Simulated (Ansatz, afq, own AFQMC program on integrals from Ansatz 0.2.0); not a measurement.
SiNH$_{2}$, quartet in cc-pVDZ, levels against CCSDT(Q)

```yaml
atoms:
  - { symbol: Si, position_ang: [0.0669, -0.2510, 1.6608] }
  - { symbol: N, position_ang: [-0.1985, 0.4297, -3.2319] }
  - { symbol: H, position_ang: [0.3231, 1.0356, 2.3777] }
  - { symbol: H, position_ang: [0.5719, -0.0122, -3.7426] }
```

Connectivity, by distances: SiH ··· NH.

Basis cc-pVDZ. Noble-gas cores (and the filled d shells of Ga–Kr and In–Xe) are frozen. Ansatz 0.2.0 and our own AFQMC program on the same integrals; the CISD trial comes from CCSD amplitudes, and released means the phaseless constraint is let go. ± is one standard error of the sampling.

Determinant: UHF, the one that the program's search chose, which needn't be the lowest solution. The geometry is a point of a scan.

No full CI on the walks' own integrals is used here; CCSDT(Q) serves as the reference and is uncertain by about the last step of the cluster series.

Cautions: lower spins were not checked.

```
T1 diagnostic                               : 0.0137
weight of the determinant in the CISD state : 0.887
⟨S²⟩ of the determinant                     : 3.781
size of the correlated space                : 11 electrons in 36 orbitals
```

| level | correlation energy (eV) |
| --- | --- |
| MP2 | -4.5780 |
| CCSD | -5.7676 |
| CCSD(T) | -5.8530 |

(1) Estimate where AFQMC with the constraint released lies against CCSD(T) on the same integrals.

(1) 0.08 ± 0.36 kcal/mol above CCSD(T). The gap is under twice the noise, so this walk alone can't tell the two apart.

Reference: CCSDT(Q), correlation energy -5.879 eV. The released energy is read at 2.40 1/Eh (meV from the phaseless value at times in 1/Eh: -13 ± 12 at 0.24, -17 ± 11 at 0.51, -29 ± 10 at 0.99, -35 ± 11 at 1.62, 1 ± 16 at 2.40).

```csv
level,E − E(reference) (kcal/mol),share of correlation (%)
CCSD(T),0.60,99.55
CCSDT,0.10,99.93
ph-AFQMC/CISD,0.65 ± 0.24,99.52
released AFQMC,0.68 ± 0.36,99.50
```

Released energies are given only where the last usable release times agree within the noise; a slower fall can still hide under it.
